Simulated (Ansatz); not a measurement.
# HF with CH5N: superposition error and deformation, part 2 of 3

Ansatz 0.2.0, Gaussian basis. The steps go on from the part before.

## Step 13: CCSD(T)/def2-TZVPPD

The inputs:

a/in.yaml

```yaml
crystal:
  periodic: [false, false, false]
  atoms:
    - {symbol: F, position_ang: [0.101948, -0.050934, -2.482832]}
    - {symbol: H, position_ang: [-0.133948, 0.181898, -1.572540]}
basis:
  gaussian: {orbitals: "def2-TZVPPD.json"}
correlation: {method: ccsd_t}
```

b/in.yaml

```yaml
crystal:
  periodic: [false, false, false]
  atoms:
    - {symbol: C, position_ang: [0.369276, -0.417052, 0.787010]}
    - {symbol: N, position_ang: [-0.447566, 0.483386, -0.022864]}
    - {symbol: H, position_ang: [0.229627, -0.292204, 1.865850]}
    - {symbol: H, position_ang: [1.420945, -0.253024, 0.549969]}
    - {symbol: H, position_ang: [0.132161, -1.447734, 0.521362]}
    - {symbol: H, position_ang: [-0.239174, 1.451356, 0.190224]}
    - {symbol: H, position_ang: [-1.433271, 0.344308, 0.163821]}
basis:
  gaussian: {orbitals: "def2-TZVPPD.json"}
correlation: {method: ccsd_t}
```

Each run has its own folder and the same command.

Command:

```console
$ ansatz run in.yaml --threads 4 --pin off --events-out ev --progress --plain --max-ram 9574MiB
```

Log of a, cut to the lines that bear on the results:

```text
Functional definition: HF
  name "HF"
  cite "Fock, Z. Phys. 61, 126 (1930) doi:10.1007/BF01340294"
  parent pbe
[...]
352 factors; integrals over basis functions are off by at most 1.3e-3 eV
[...]
mean field -2722.80678936 eV, -100.0613039243 hartree, gradient 1.9e-6 eV, S^2 0.000000; 0 other end points of the search recorded, 0 dependent functions left out
1 core orbitals not correlated: weight in the atoms' cores, before any rotation towards them, 1.000 or more for the frozen orbitals, at most 0.000 for the correlated occupied ones
reference -2722.80678936 eV, -100.0613039243 hartree; 4, 4 occupied and 52, 52 virtual orbitals, 352 factors
second order -7.50366436 eV of doubles, -0.00000000 eV of singles
cycle   1  -7.39004216 eV  change    1.1e-1 eV  update   5.0e-2
[...]
cycle   9  -7.54822551 eV  change    2.3e-6 eV  update   1.6e-6
perturbative correction -0.19272779 eV, -0.0070826157 hartree
Total energy: -2730.54774266 eV, -100.3457787112 hartree
```

Log of b, cut to the lines that bear on the results:

```text
[... 4 set-up lines as earlier in the session ...]
[...]
903 factors; integrals over basis functions are off by at most 9.9e-4 eV
[...]
mean field -2592.10121244 eV, -95.2579625678 hartree, gradient 2.6e-6 eV, S^2 0.000000; 0 other end points of the search recorded, 0 dependent functions left out
2 core orbitals not correlated: weight in the atoms' cores, before any rotation towards them, 1.000 or more for the frozen orbitals, at most 0.000 for the correlated occupied ones
reference -2592.10121244 eV, -95.2579625678 hartree; 7, 7 occupied and 150, 150 virtual orbitals, 903 factors
second order -11.03723535 eV of doubles, -0.00000000 eV of singles
cycle   1  -11.40056308 eV  change   -3.6e-1 eV  update   5.9e-2
[...]
cycle   9  -11.69420705 eV  change   -2.5e-6 eV  update   1.2e-5
perturbative correction -0.40842002 eV, -0.0150091589 hartree
Total energy: -2604.20383951 eV, -95.7027259092 hartree
```

They took 0.2 s (a), 4.9 s (b) on 4 threads of Arm Neoverse V2, shared host; peak memory 1.2 GiB.

## Step 14: Relaxing HF alone

relax-a/in.yaml reads:

```yaml
crystal:
  periodic: [false, false, false]
  atoms:
    - {symbol: F, position_ang: [0.101948, -0.050934, -2.482832]}
    - {symbol: H, position_ang: [-0.133948, 0.181898, -1.572540]}
basis:
  gaussian: {orbitals: def2-TZVP}
hamiltonian: {xc: pbe0, dispersion: d4}
relax: {f_tol: 0.005, max_steps: 200}
```

Command:

```console
$ ansatz run in.yaml --threads 4 --pin off --events-out ev --progress --plain --max-ram 9574MiB
```

The log of the run, cut to the lines that bear on the results:

```text
[... 5 set-up lines as earlier in the session ...]
[...]
200 factors; their error is unknown
[...]
mean field -2731.73752349 eV, -100.3895023501 hartree, gradient 7.0e-6 eV, S^2 0.000000; 0 other end points of the search recorded, 0 dependent functions left out
[...]
reference -2731.80170840 eV, -100.3918611022 hartree; 5, 5 occupied and 32, 32 virtual orbitals, 200 factors
Total energy: -2731.80322170 eV, -100.3919167147 hartree
Atom 0 at     0.096018    -0.045081    -2.459951 Å, force    -0.000018     0.000018     0.000071 eV/Å
Atom 1 at    -0.128018     0.176045    -1.595421 Å, force     0.000018    -0.000018    -0.000071 eV/Å
Dipole moment:    -0.097602     0.096335     0.376635 e Å
```

Run time: 0.5 s. Hardware: 4 threads of Arm Neoverse V2, shared host.

Step by step:

```
step  energy from step 1 (eV)  largest force component (eV/Å)
   1                   0.0000                          2.3361
   2                  -0.0604                          0.6187
   3                  -0.0641                          0.0873
   4                  -0.0642                          0.0227
   5                  -0.0642                          0.0001
```

The bond:

```
 bond  before (Å)  after (Å)  change (Å)
F1–H2       0.969      0.920      -0.049
```

## Step 15: Relaxing CH5N alone

relax-b/in.yaml reads:

```yaml
crystal:
  periodic: [false, false, false]
  atoms:
    - {symbol: C, position_ang: [0.369276, -0.417052, 0.787010]}
    - {symbol: N, position_ang: [-0.447566, 0.483386, -0.022864]}
    - {symbol: H, position_ang: [0.229627, -0.292204, 1.865850]}
    - {symbol: H, position_ang: [1.420945, -0.253024, 0.549969]}
    - {symbol: H, position_ang: [0.132161, -1.447734, 0.521362]}
    - {symbol: H, position_ang: [-0.239174, 1.451356, 0.190224]}
    - {symbol: H, position_ang: [-1.433271, 0.344308, 0.163821]}
basis:
  gaussian: {orbitals: def2-TZVP}
hamiltonian: {xc: pbe0, dispersion: d4}
relax: {f_tol: 0.005, max_steps: 200}
```

Command:

```console
$ ansatz run in.yaml --threads 4 --pin off --events-out ev --progress --plain --max-ram 9574MiB
```

The log of the run, cut to the lines that bear on the results:

```text
[... 5 set-up lines as earlier in the session ...]
[...]
555 factors; their error is unknown
[...]
mean field -2606.22904923 eV, -95.7771509939 hartree, gradient 1.5e-5 eV, S^2 0.000000; 0 other end points of the search recorded, 0 dependent functions left out
[...]
Atom 3 at     1.418428    -0.251939     0.552586 Å, force     0.000181     0.000216    -0.000215 eV/Å
Atom 4 at     0.131244    -1.445244     0.524074 Å, force    -0.000224    -0.000158    -0.000224 eV/Å
Atom 5 at    -0.239985     1.448972     0.189537 Å, force    -0.000025    -0.000710    -0.000598 eV/Å
Atom 6 at    -1.430825     0.344982     0.163158 Å, force     0.000724    -0.000016    -0.000581 eV/Å
Dipole moment:    -0.072483     0.071933     0.261651 e Å
```

Wall time 2.3 s (4 threads of Arm Neoverse V2, shared host).

The steps of the relaxation:

```
step  energy from step 1 (eV)  largest force component (eV/Å)
   1                   0.0000                          0.3104
   2                  -0.0033                          0.1372
   3                  -0.0038                          0.0057
   4                  -0.0038                          0.0065
   5                  -0.0038                          0.0021
```

Distances of close pairs at the start and the end, largest changes first:

```
 bond  before (Å)  after (Å)  change (Å)
C1–N2       1.461      1.453      -0.008
C1–H3       1.095      1.100      +0.005
C1–H5       1.090      1.092      +0.002
C1–H4       1.090      1.092      +0.002
N2–H7       1.013      1.012      -0.001
N2–H6       1.013      1.012      -0.001
```

## Step 16: PBE-D4/def2-TZVPPD

free-a/in.yaml reads:

```yaml
crystal:
  periodic: [false, false, false]
  atoms:
    - {symbol: F, position_ang: [0.096018, -0.045081, -2.459951]}
    - {symbol: H, position_ang: [-0.128018, 0.176045, -1.595421]}
basis:
  gaussian: {orbitals: "def2-TZVPPD.json"}
hamiltonian: {xc: pbe, dispersion: d4}
```

free-b/in.yaml reads:

```yaml
crystal:
  periodic: [false, false, false]
  atoms:
    - {symbol: C, position_ang: [0.362508, -0.409687, 0.783665]}
    - {symbol: N, position_ang: [-0.446875, 0.482780, -0.028622]}
    - {symbol: H, position_ang: [0.237503, -0.300827, 1.870974]}
    - {symbol: H, position_ang: [1.418428, -0.251939, 0.552586]}
    - {symbol: H, position_ang: [0.131244, -1.445244, 0.524074]}
    - {symbol: H, position_ang: [-0.239985, 1.448972, 0.189537]}
    - {symbol: H, position_ang: [-1.430825, 0.344982, 0.163158]}
basis:
  gaussian: {orbitals: "def2-TZVPPD.json"}
hamiltonian: {xc: pbe, dispersion: d4}
```

Each run has its own folder and the same command.

Command:

```console
$ ansatz run in.yaml --threads 4 --pin off --events-out ev --progress --plain --max-ram 9574MiB
```

Log of free-a, cut to the lines that bear on the results:

```text
[... 4 set-up lines as earlier in the session ...]
[...]
256 factors; their error is unknown
[...]
mean field -2731.92963658 eV, -100.3965623758 hartree, gradient 3.7e-5 eV, S^2 0.000000; 0 other end points of the search recorded, 0 dependent functions left out
reference -2731.92967429 eV, -100.3965637617 hartree; 5, 5 occupied and 52, 52 virtual orbitals, 256 factors
Total energy: -2731.93156818 eV, -100.3966333609 hartree
```

free-b printed, cut to the lines that bear on the results:

```text
[... 4 set-up lines as earlier in the session ...]
[...]
648 factors; their error is unknown
[...]
mean field -2605.99789948 eV, -95.7686563972 hartree, gradient 4.6e-5 eV, S^2 0.000000; 0 other end points of the search recorded, 0 dependent functions left out
reference -2605.99793564 eV, -95.7686577259 hartree; 9, 9 occupied and 150, 150 virtual orbitals, 648 factors
Total energy: -2606.05473490 eV, -95.7707450603 hartree
```

Times: 0.1 s (free-a), 0.55 s (free-b) on 4 threads of Arm Neoverse V2, shared host.

## Step 17: r2SCAN-D4/def2-TZVPPD

Each input of step 16 (free-a, free-b) changes in the same lines:

```diff
-hamiltonian: {xc: pbe, dispersion: d4}
+hamiltonian: {xc: r2scan, dispersion: d4}
```

Each run has its own folder and the same command.

Command:

```console
$ ansatz run in.yaml --threads 4 --pin off --events-out ev --progress --plain --max-ram 9574MiB
```

Output in free-a, cut to the lines that bear on the results:

```text
[... 5 set-up lines as earlier in the session ...]
[...]
256 factors; their error is unknown
[...]
mean field -2733.34937867 eV, -100.4487369353 hartree, gradient 7.1e-6 eV, S^2 0.000000; 0 other end points of the search recorded, 0 dependent functions left out
reference -2733.34939177 eV, -100.4487374166 hartree; 5, 5 occupied and 52, 52 virtual orbitals, 256 factors
Total energy: -2733.34984930 eV, -100.4487542308 hartree
```

free-b printed, cut to the lines that bear on the results:

```text
[... 5 set-up lines as earlier in the session ...]
[...]
648 factors; their error is unknown
[...]
mean field -2607.84461817 eV, -95.8365220571 hartree, gradient 6.2e-5 eV, S^2 0.000000; 0 other end points of the search recorded, 0 dependent functions left out
reference -2607.84462826 eV, -95.8365224280 hartree; 9, 9 occupied and 150, 150 virtual orbitals, 648 factors
Total energy: -2607.85815079 eV, -95.8370193718 hartree
```

Wall times: 0.35 s (free-a), 1.1 s (free-b) on 4 threads of Arm Neoverse V2, shared host.

## Step 18: PBE0-D4/def2-TZVPPD

Each input of step 17 (free-a, free-b) changes in the same lines:

```diff
-hamiltonian: {xc: r2scan, dispersion: d4}
+hamiltonian: {xc: pbe0, dispersion: d4}
+output: {orbitals: {seedname: orbitals}}
```

Each run has its own folder and the same command.

Command:

```console
$ ansatz run in.yaml --threads 4 --pin off --events-out ev --progress --plain --max-ram 9574MiB
```

free-a printed, cut to the lines that bear on the results:

```text
[... 5 set-up lines as earlier in the session ...]
[...]
256 factors; their error is unknown
[...]
mean field -2731.92136307 eV, -100.3962583300 hartree, gradient 2.9e-5 eV, S^2 0.000000; 0 other end points of the search recorded, 0 dependent functions left out
reference -2731.92139120 eV, -100.3962593638 hartree; 5, 5 occupied and 52, 52 virtual orbitals, 256 factors
Total energy: -2731.92290449 eV, -100.3963149763 hartree
```

free-b printed, cut to the lines that bear on the results:

```text
[... 5 set-up lines as earlier in the session ...]
[...]
648 factors; their error is unknown
[...]
mean field -2606.33997591 eV, -95.7812274740 hartree, gradient 2.2e-5 eV, S^2 0.000000; 0 other end points of the search recorded, 0 dependent functions left out
reference -2606.34000219 eV, -95.7812284398 hartree; 9, 9 occupied and 150, 150 virtual orbitals, 648 factors
Total energy: -2606.38601040 eV, -95.7829192102 hartree
```

Wall times: 0.15 s (free-a), 0.6 s (free-b) on 4 threads of Arm Neoverse V2, shared host.

## Step 19: B3LYP-D4/def2-TZVPPD

The same edit goes into each in.yaml of step 18 (free-a, free-b):

```diff
-hamiltonian: {xc: pbe0, dispersion: d4}
-output: {orbitals: {seedname: orbitals}}
+hamiltonian: {xc: {name: B3LYP}, dispersion: d4}
```

Each run has its own folder and the same command.

Command:

```console
$ ansatz run in.yaml --threads 4 --pin off --events-out ev --progress --plain --max-ram 9574MiB
```

Output in free-a, cut to the lines that bear on the results:

```text
[... 6 set-up lines as earlier in the session ...]
[...]
256 factors; their error is unknown
[...]
mean field -2734.61342618 eV, -100.4951898246 hartree, gradient 8.3e-5 eV, S^2 0.000000; 0 other end points of the search recorded, 0 dependent functions left out
reference -2734.61360145 eV, -100.4951962657 hartree; 5, 5 occupied and 52, 52 virtual orbitals, 256 factors
Total energy: -2734.61659117 eV, -100.4953061358 hartree
```

free-b printed, cut to the lines that bear on the results:

```text
[... 6 set-up lines as earlier in the session ...]
[...]
648 factors; their error is unknown
[...]
mean field -2609.72472473 eV, -95.9056146989 hartree, gradient 8.3e-5 eV, S^2 0.000000; 0 other end points of the search recorded, 0 dependent functions left out
reference -2609.72494348 eV, -95.9056227377 hartree; 9, 9 occupied and 150, 150 virtual orbitals, 648 factors
Total energy: -2609.81564133 eV, -95.9089558224 hartree
```

Times: 0.15 s (free-a), 0.7 s (free-b) on 4 threads of Arm Neoverse V2, shared host.

## Step 20: wB97X-V/def2-TZVPPD

The same edit goes into each in.yaml of step 19 (free-a, free-b):

```diff
-hamiltonian: {xc: {name: B3LYP}, dispersion: d4}
+hamiltonian: {xc: {name: wB97X-V}}
```

The same command starts each run, in its folder.

Command:

```console
$ ansatz run in.yaml --threads 4 --pin off --events-out ev --progress --plain --max-ram 9574MiB
```

Log of free-a, cut to the lines that bear on the results:

```text
[... 5 set-up lines as earlier in the session ...]
[...]
      + integral(e_c_pw_opposite_spin*poly(b97_u_opposite, cos0, cos1)) + vv10(b, c)
256 factors; their error is unknown
78 factors; integrals over basis functions are off by at most 2.5e-5 eV
[...]
mean field -2733.56426061 eV, -100.4566337011 hartree, gradient 1.3e-5 eV, S^2 0.000000; 0 other end points of the search recorded, 0 dependent functions left out
reference -2733.56425879 eV, -100.4566336340 hartree; 5, 5 occupied and 52, 52 virtual orbitals, 256 factors
Total energy: -2733.56425879 eV, -100.4566336340 hartree
```

Output in free-b, cut to the lines that bear on the results:

```text
[... 5 set-up lines as earlier in the session ...]
[...]
      + integral(e_c_pw_opposite_spin*poly(b97_u_opposite, cos0, cos1)) + vv10(b, c)
648 factors; their error is unknown
216 factors; integrals over basis functions are off by at most 1.5e-5 eV
[...]
mean field -2608.65470828 eV, -95.8662923197 hartree, gradient 2.1e-5 eV, S^2 0.000000; 0 other end points of the search recorded, 0 dependent functions left out
reference -2608.65470664 eV, -95.8662922592 hartree; 9, 9 occupied and 150, 150 virtual orbitals, 648 factors
Total energy: -2608.65470664 eV, -95.8662922592 hartree
```

They took 0.3 s (free-a), 1.8 s (free-b) on 4 threads of Arm Neoverse V2, shared host.

## Step 21: wB97M-V/def2-TZVPPD

The same edit goes into each in.yaml of step 20 (free-a, free-b):

```diff
-hamiltonian: {xc: {name: wB97X-V}}
+hamiltonian: {xc: {name: wB97M-V}}
```

One command serves all of them, each in its own folder.

Command:

```console
$ ansatz run in.yaml --threads 4 --pin off --events-out ev --progress --plain --max-ram 9574MiB
```

Log of free-a, cut to the lines that bear on the results:

```text
[... 5 set-up lines as earlier in the session ...]
  # Of w^i u^j: cxij and so on, Table III.
[...]
  gx(w, u) = 1 - cx + cx01*u + cx10*w
[...]
      + integral(e_c_pw_mod_opposite_spin*gos(b97_w_opposite, b97_u_opposite)) + vv10(b, c)
256 factors; their error is unknown
78 factors; integrals over basis functions are off by at most 2.5e-5 eV
[...]
mean field -2733.75173506 eV, -100.4635232601 hartree, gradient 6.5e-5 eV, S^2 0.000000; 0 other end points of the search recorded, 0 dependent functions left out
reference -2733.75177977 eV, -100.4635249030 hartree; 5, 5 occupied and 52, 52 virtual orbitals, 256 factors
Total energy: -2733.75177977 eV, -100.4635249030 hartree
```

Output in free-b, cut to the lines that bear on the results:

```text
[... 5 set-up lines as earlier in the session ...]
  # Of w^i u^j: cxij and so on, Table III.
[...]
  gx(w, u) = 1 - cx + cx01*u + cx10*w
[...]
      + integral(e_c_pw_mod_opposite_spin*gos(b97_w_opposite, b97_u_opposite)) + vv10(b, c)
648 factors; their error is unknown
216 factors; integrals over basis functions are off by at most 1.5e-5 eV
[...]
mean field -2607.99342943 eV, -95.8419907701 hartree, gradient 1.9e-5 eV, S^2 0.000000; 0 other end points of the search recorded, 0 dependent functions left out
reference -2607.99347133 eV, -95.8419923100 hartree; 9, 9 occupied and 150, 150 virtual orbitals, 648 factors
Total energy: -2607.99347133 eV, -95.8419923100 hartree
```

They took 0.3 s (free-a), 1.9 s (free-b) on 4 threads of Arm Neoverse V2, shared host.

## Step 22: B2PLYP/def2-TZVPPD

Each input of step 21 (free-a, free-b) changes in the same lines:

```diff
-hamiltonian: {xc: {name: wB97M-V}}
+hamiltonian: {xc: {name: B2PLYP}}
```

Each run has its own folder and the same command.

Command:

```console
$ ansatz run in.yaml --threads 4 --pin off --events-out ev --progress --plain --max-ram 9574MiB
```

Output in free-a, cut to the lines that bear on the results:

```text
[... 5 set-up lines as earlier in the session ...]
[...]
352 factors; integrals over basis functions are off by at most 1.1e-3 eV
[...]
mean field -2730.77281092 eV, -100.3540498169 hartree, gradient 3.2e-6 eV, S^2 0.000000; 0 other end points of the search recorded, 0 dependent functions left out
1 core orbitals not correlated: weight in the atoms' cores, before any rotation towards them, 1.000 or more for the frozen orbitals, at most 0.000 for the correlated occupied ones
reference -2730.77291660 eV, -100.3540537007 hartree; 4, 4 occupied and 52, 52 virtual orbitals, 352 factors
second order -8.70935594 eV of doubles, -0.00000000 eV of singles
Total energy: -2733.12444270 eV, -100.4404706910 hartree
```

free-b printed, cut to the lines that bear on the results:

```text
[... 5 set-up lines as earlier in the session ...]
[...]
903 factors; integrals over basis functions are off by at most 1.0e-3 eV
[...]
mean field -2603.61195111 eV, -95.6809744116 hartree, gradient 7.6e-6 eV, S^2 0.000000; 0 other end points of the search recorded, 0 dependent functions left out
2 core orbitals not correlated: weight in the atoms' cores, before any rotation towards them, 1.000 or more for the frozen orbitals, at most 0.000 for the correlated occupied ones
reference -2603.61208557 eV, -95.6809793529 hartree; 7, 7 occupied and 150, 150 virtual orbitals, 903 factors
second order -13.24512350 eV of doubles, -0.00000000 eV of singles
Total energy: -2607.18826891 eV, -95.8124016668 hartree
```

Wall times: 0.2 s (free-a), 1.1 s (free-b) on 4 threads of Arm Neoverse V2, shared host.

## Step 23: BLYP-D4/def2-TZVPPD

The same edit goes into each in.yaml of step 22 (free-a, free-b):

```diff
-hamiltonian: {xc: {name: B2PLYP}}
+hamiltonian: {xc: {name: BLYP}, dispersion: d4}
```

The same command starts each run, in its folder.

Command:

```console
$ ansatz run in.yaml --threads 4 --pin off --events-out ev --progress --plain --max-ram 9574MiB
```

Output in free-a, cut to the lines that bear on the results:

```text
[... 4 set-up lines as earlier in the session ...]
[...]
256 factors; their error is unknown
[...]
mean field -2734.32857829 eV, -100.4847218575 hartree, gradient 4.1e-5 eV, S^2 0.000000; 0 other end points of the search recorded, 0 dependent functions left out
reference -2734.32881502 eV, -100.4847305575 hartree; 5, 5 occupied and 52, 52 virtual orbitals, 256 factors
Total energy: -2734.33339703 eV, -100.4848989430 hartree
```

Output in free-b, cut to the lines that bear on the results:

```text
[... 4 set-up lines as earlier in the session ...]
[...]
648 factors; their error is unknown
[...]
mean field -2608.26583969 eV, -95.8520016626 hartree, gradient 6.2e-5 eV, S^2 0.000000; 0 other end points of the search recorded, 0 dependent functions left out
reference -2608.26613715 eV, -95.8520125940 hartree; 9, 9 occupied and 150, 150 virtual orbitals, 648 factors
Total energy: -2608.40068664 eV, -95.8569571967 hartree
```

They took 0.15 s (free-a), 0.65 s (free-b) on 4 threads of Arm Neoverse V2, shared host.

## Step 24: revPBE-D4/def2-TZVPPD

Each input of step 23 (free-a, free-b) changes in the same lines:

```diff
-hamiltonian: {xc: {name: BLYP}, dispersion: d4}
+hamiltonian: {xc: {name: revPBE}, dispersion: d4}
```

The same command starts each run, in its folder.

Command:

```console
$ ansatz run in.yaml --threads 4 --pin off --events-out ev --progress --plain --max-ram 9574MiB
```

Output in free-a, cut to the lines that bear on the results:

```text
[... 4 set-up lines as earlier in the session ...]
[...]
256 factors; their error is unknown
[...]
mean field -2733.67831530 eV, -100.4608251335 hartree, gradient 5.0e-6 eV, S^2 0.000000; 0 other end points of the search recorded, 0 dependent functions left out
reference -2733.67836217 eV, -100.4608268561 hartree; 5, 5 occupied and 52, 52 virtual orbitals, 256 factors
Total energy: -2733.68778442 eV, -100.4611731172 hartree
```

Output in free-b, cut to the lines that bear on the results:

```text
[... 4 set-up lines as earlier in the session ...]
[...]
648 factors; their error is unknown
[...]
mean field -2608.73594956 eV, -95.8692778818 hartree, gradient 5.6e-5 eV, S^2 0.000000; 0 other end points of the search recorded, 0 dependent functions left out
reference -2608.73599491 eV, -95.8692795480 hartree; 9, 9 occupied and 150, 150 virtual orbitals, 648 factors
Total energy: -2608.97818362 eV, -95.8781798189 hartree
```

They took 0.15 s (free-a), 0.55 s (free-b) on 4 threads of Arm Neoverse V2, shared host.

[end of part 2 of 3]
